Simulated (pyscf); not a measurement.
Optimised with ωB97X-D3(BJ)/def2-SVP in PySCF.

### Question
Estimate by transition-state theory the rate constant of •O–Ga(F)–F + H₂ → HO–Ga(F)–F + H• (doublet surface; H–H broken, H–O formed) at 298 K, with ωB97M-D3(BJ)/def2-TZVP energies (ideal gas, 1 atm, RRHO with modes under 100 cm⁻¹ raised to 100, one conformer, R ln 2 for rigid chiral ones; no tunnelling).

### Answer
The electronic barrier is 2.3 kcal/mol and the thermal terms add +6.1, so ΔG‡ = 8.4 kcal/mol. With k_BT/h = 6.21e+12 s⁻¹ and RT = 0.592 kcal/mol, and a volume of 4.06e-20 cm³ per molecule at 1 atm, k = 1.7e-13 cm³ molecule⁻¹ s⁻¹. Wigner's tunnelling factor for 815i cm⁻¹ would be 1.65, likely too low at so high a frequency. A shift of 1 kcal/mol in the barrier changes k by a factor 5.4. One saddle was located; it need not be the lowest between these sides. The angle at the transferred H is 152°. Elements up to Kr have no core potential and no relativistic terms here.
